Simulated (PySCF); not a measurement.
Two-photon absorption: `InChI=1S/C5H11Cl/c1-2-3-4-5-6/h2-5H2,1H3`

Molfile (atoms numbered from 1):
```
C5H11Cl
     RDKit          3D

 17 16  0  0  0  0  0  0  0  0999 V2000
    2.1552    0.3512   -0.1217 C   0  0  0  0  0  0  0  0  0  0  0  0
    0.8800   -0.1050    0.5688 C   0  0  0  0  0  0  0  0  0  0  0  0
   -0.3848    0.3302   -0.1576 C   0  0  0  0  0  0  0  0  0  0  0  0
   -1.6630   -0.1364    0.5218 C   0  0  0  0  0  0  0  0  0  0  0  0
   -2.9364    0.3291   -0.1509 C   0  0  0  0  0  0  0  0  0  0  0  0
   -3.1211    2.1132   -0.0929 Cl  0  0  0  0  0  0  0  0  0  0  0  0
    2.2285   -0.0627   -1.1403 H   0  0  0  0  0  0  0  0  0  0  0  0
    3.0527    0.0349    0.4309 H   0  0  0  0  0  0  0  0  0  0  0  0
    2.1882    1.4488   -0.2114 H   0  0  0  0  0  0  0  0  0  0  0  0
    0.8557    0.2879    1.6006 H   0  0  0  0  0  0  0  0  0  0  0  0
    0.8848   -1.2050    0.6695 H   0  0  0  0  0  0  0  0  0  0  0  0
   -0.4060    1.4302   -0.2388 H   0  0  0  0  0  0  0  0  0  0  0  0
   -0.3633   -0.0497   -1.1956 H   0  0  0  0  0  0  0  0  0  0  0  0
   -1.6925   -1.2409    0.5469 H   0  0  0  0  0  0  0  0  0  0  0  0
   -1.6734    0.1958    1.5739 H   0  0  0  0  0  0  0  0  0  0  0  0
   -3.8264   -0.0898    0.3375 H   0  0  0  0  0  0  0  0  0  0  0  0
   -2.9584    0.0485   -1.2139 H   0  0  0  0  0  0  0  0  0  0  0  0
  1  2  1  0
  2  3  1  0
  3  4  1  0
  4  5  1  0
  5  6  1  0
  1  7  1  0
  1  8  1  0
  1  9  1  0
  2 10  1  0
  2 11  1  0
  3 12  1  0
  3 13  1  0
  4 14  1  0
  4 15  1  0
  5 16  1  0
  5 17  1  0
M  END
```

Level of theory: TDDFT CAM-B3LYP/def2-TZVPD excited states, vertical, gas phase in PySCF 2.14.0. Geometry: PBE0-D3(BJ)/def2-SVP.

Problem. Give the one- and two-photon strengths of the lowest singlets.

Solution. δ for parallel linear polarisation; σ at the peak of a Lorentzian of half width 0.1 eV, single beam; Ω is circular over linear.
```tsv
state	E (eV)	f	photon λ (nm)	δ (au)	σ (GM)	Ω	main
S1	7.18	0.003	346	1.38	0.03	1.50	HOMO→LUMO+1 0.32, HOMO→LUMO+2 0.13
S2	7.28	0.004	341	9.29	0.18	0.51	HOMO−1→LUMO+1 0.33, HOMO−1→LUMO+2 0.13
S3	7.75	0.014	320	26.5	0.58	1.33	HOMO→LUMO 0.61, HOMO→LUMO+2 0.26
S4	7.89	0.037	314	29.3	0.67	1.25	HOMO−1→LUMO 0.61, HOMO−1→LUMO+2 0.27
S5	8.42	0.010	295	16.5	0.43	0.94	HOMO→LUMO+3 0.62, HOMO→LUMO+2 0.12
S6	8.46	0.008	293	20.6	0.54	1.43	HOMO→LUMO+1 0.24, HOMO−2→LUMO 0.18
```

Among these, the strongest one-photon state is S4, the strongest two-photon state S4, with a dipole change of 3.7 D (relaxed, norm of the difference vector).
